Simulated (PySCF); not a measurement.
Consider `N=C=O` (CHNO). Optimised structure (Å), atoms numbered from 1:
```
N    -0.6975    0.2746   -0.1635
C     0.4618    0.0474   -0.4274
O     1.5729   -0.0532   -0.7622
H    -1.3168   -0.2535    0.4322
```

Energies: ωB97X-D3(BJ)/def2-TZVP (PySCF, density fitting, integration grid level 2) on PBE0-D3(BJ)/def2-SVP structures. ωB97X-D3(BJ) is ωB97X-V with D3(BJ) in place of VV10. Zero-point and thermal terms (298.15 K, 1 bar) come from unscaled PBE0-D3(BJ)/def2-SVP harmonic frequencies, with soft modes damped to free rotors in the entropy.

(1) Rank these of its sites by proton affinity, highest first.
A. O3 (carbonyl oxygen)
B. N1 (imine nitrogen)

(2) For N1 (imine nitrogen), what are ΔE (electronic) and ΔG(298 K) of removing the proton again?

Results:

(1) B (732 kJ/mol), A (659 kJ/mol).

(2) ΔE = 760 and ΔG = 701 kJ/mol, beside ΔH = 732 kJ/mol. The protonated species is `[NH2+]=C=O`.
